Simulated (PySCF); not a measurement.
## Atomic charges against the basis set

C₅H₈.
Atom-mapped SMILES: `[CH:1]#[C:2][CH:3]([CH3:4])[CH3:5]` (hydrogens: H6 on C1; H7 on C3; H8, H9, H10 on C4; H11, H12, H13 on C5)

PBE0 throughout (PySCF), one geometry, spherical d and f functions. Geometry: PBE0-D3(BJ)/def2-SVP; no solvent, vibrations or thermal averaging. Atoms taken as equivalent share a column and are averaged.

Mulliken charges (e):

```json
{"basis": "STO-3G", "functions": "33", "C1": "-0.153", "C2": "-0.043", "C3": "-0.065", "C4/C5": "-0.225", "H6": "+0.114", "H7": "+0.097", "H8 (×6)": "+0.083"}
{"basis": "6-31G", "functions": "61", "C1": "-0.490", "C2": "+0.172", "C3": "-0.249", "C4/C5": "-0.468", "H6": "+0.270", "H7": "+0.201", "H8 (×6)": "+0.172"}
{"basis": "pcSseg-0", "functions": "61", "C1": "-0.326", "C2": "-0.018", "C3": "-0.508", "C4/C5": "-0.557", "H6": "+0.273", "H7": "+0.285", "H8 (×6)": "+0.235"}
{"basis": "6-31G*", "functions": "86", "C1": "-0.514", "C2": "+0.297", "C3": "-0.272", "C4/C5": "-0.514", "H6": "+0.230", "H7": "+0.198", "H8 (×6)": "+0.182"}
{"basis": "def2-SVP", "functions": "110", "C1": "-0.471", "C2": "+0.311", "C3": "-0.160", "C4/C5": "-0.039", "H6": "+0.038", "H7": "+0.065", "H8 (×6)": "+0.049"}
{"basis": "cc-pVDZ", "functions": "110", "C1": "-0.445", "C2": "+0.407", "C3": "-0.240", "C4/C5": "-0.033", "H6": "+0.003", "H7": "+0.057", "H8 (×6)": "+0.048"}
{"basis": "pcSseg-1", "functions": "125", "C1": "-0.405", "C2": "+0.275", "C3": "-0.355", "C4/C5": "-0.227", "H6": "+0.061", "H7": "+0.151", "H8 (×6)": "+0.121"}
{"basis": "6-311+G(2d,p)", "functions": "183", "C1": "-1.100", "C2": "+0.756", "C3": "+0.285", "C4/C5": "-0.561", "H6": "+0.154", "H7": "+0.121", "H8 (×6)": "+0.151"}
{"basis": "aug-cc-pVDZ", "functions": "187", "C1": "+0.981", "C2": "-0.285", "C3": "-0.667", "C4/C5": "+0.750", "H6": "-0.674", "H7": "-0.157", "H8 (×6)": "-0.116"}
{"basis": "def2-TZVP", "functions": "203", "C1": "-0.161", "C2": "-0.054", "C3": "-0.093", "C4/C5": "-0.360", "H6": "+0.172", "H7": "+0.099", "H8 (×6)": "+0.126"}
{"basis": "IGLO-III", "functions": "255", "C1": "-0.195", "C2": "-0.049", "C3": "-0.075", "C4/C5": "-0.366", "H6": "+0.146", "H7": "+0.146", "H8 (×6)": "+0.126"}
{"basis": "cc-pVTZ", "functions": "262", "C1": "-0.209", "C2": "-0.013", "C3": "-0.076", "C4/C5": "-0.276", "H6": "+0.147", "H7": "+0.103", "H8 (×6)": "+0.100"}
```

IAO charges (e):

```csv
basis,functions,C1,C2,C3,C4/C5,H6,H7,H8 (×6)
STO-3G,33,-0.178,-0.040,-0.141,-0.384,+0.157,+0.149,+0.137
6-31G,61,-0.255,-0.030,-0.110,-0.423,+0.197,+0.159,+0.147
pcSseg-0,61,-0.241,-0.028,-0.132,-0.411,+0.188,+0.163,+0.145
6-31G*,86,-0.249,-0.031,-0.105,-0.403,+0.192,+0.152,+0.141
def2-SVP,110,-0.251,-0.025,-0.106,-0.392,+0.189,+0.151,+0.138
cc-pVDZ,110,-0.259,-0.028,-0.103,-0.403,+0.196,+0.154,+0.141
pcSseg-1,125,-0.262,-0.029,-0.107,-0.401,+0.197,+0.155,+0.141
"6-311+G(2d,p)",183,-0.271,-0.025,-0.108,-0.415,+0.201,+0.159,+0.146
aug-cc-pVDZ,187,-0.271,-0.025,-0.105,-0.413,+0.202,+0.158,+0.145
def2-TZVP,203,-0.270,-0.025,-0.107,-0.415,+0.201,+0.158,+0.146
IGLO-III,255,-0.272,-0.025,-0.108,-0.416,+0.202,+0.159,+0.146
cc-pVTZ,262,-0.269,-0.025,-0.107,-0.416,+0.201,+0.158,+0.146
```

Some averages cover members that differ in this geometry, most widely: H8 (×6), Mulliken in aug-cc-pVDZ -0.143 to -0.072 e.

Question: Which scheme is steadiest as the basis changes?

Answer: Largest range over the bases for any column: IAO 0.09 e, Mulliken 2.08 e. IAO charges move least and Mulliken charges most, counted in e. Without the minimal STO-3G basis the ranges are IAO 0.03, Mulliken 2.08 e.

Question: How much do the charges still move between the two largest bases, IGLO-III and cc-pVTZ?

Answer: At most, over all atoms: Mulliken 0.090 e, IAO 0.003 e.

Question: What do the same runs give for the total energy, the frontier levels and the dipole moment?

Answer: 
```json
{"basis": "STO-3G", "energy (Eh)": "-192.6934", "HOMO (eV)": "-5.71", "LUMO (eV)": "5.33", "μ (D)": "0.64"}
{"basis": "6-31G", "energy (Eh)": "-194.9870", "HOMO (eV)": "-7.38", "LUMO (eV)": "1.83", "μ (D)": "0.67"}
{"basis": "pcSseg-0", "energy (Eh)": "-194.6069", "HOMO (eV)": "-7.72", "LUMO (eV)": "1.49", "μ (D)": "0.61"}
{"basis": "6-31G*", "energy (Eh)": "-195.0274", "HOMO (eV)": "-7.29", "LUMO (eV)": "1.77", "μ (D)": "0.64"}
{"basis": "def2-SVP", "energy (Eh)": "-194.8935", "HOMO (eV)": "-7.55", "LUMO (eV)": "1.30", "μ (D)": "0.72"}
{"basis": "cc-pVDZ", "energy (Eh)": "-195.0427", "HOMO (eV)": "-7.46", "LUMO (eV)": "1.37", "μ (D)": "0.72"}
{"basis": "pcSseg-1", "energy (Eh)": "-195.0096", "HOMO (eV)": "-7.64", "LUMO (eV)": "1.06", "μ (D)": "0.74"}
{"basis": "6-311+G(2d,p)", "energy (Eh)": "-195.0880", "HOMO (eV)": "-7.63", "LUMO (eV)": "0.23", "μ (D)": "0.80"}
{"basis": "aug-cc-pVDZ", "energy (Eh)": "-195.0526", "HOMO (eV)": "-7.62", "LUMO (eV)": "-0.08", "μ (D)": "0.81"}
{"basis": "def2-TZVP", "energy (Eh)": "-195.1028", "HOMO (eV)": "-7.61", "LUMO (eV)": "0.88", "μ (D)": "0.79"}
{"basis": "IGLO-III", "energy (Eh)": "-195.1087", "HOMO (eV)": "-7.63", "LUMO (eV)": "0.58", "μ (D)": "0.81"}
{"basis": "cc-pVTZ", "energy (Eh)": "-195.0999", "HOMO (eV)": "-7.59", "LUMO (eV)": "0.94", "μ (D)": "0.77"}
```

The dipole is fixed by the density alone, so its range of 0.20 D shows that the density itself changes with the basis, not only its division among atoms.
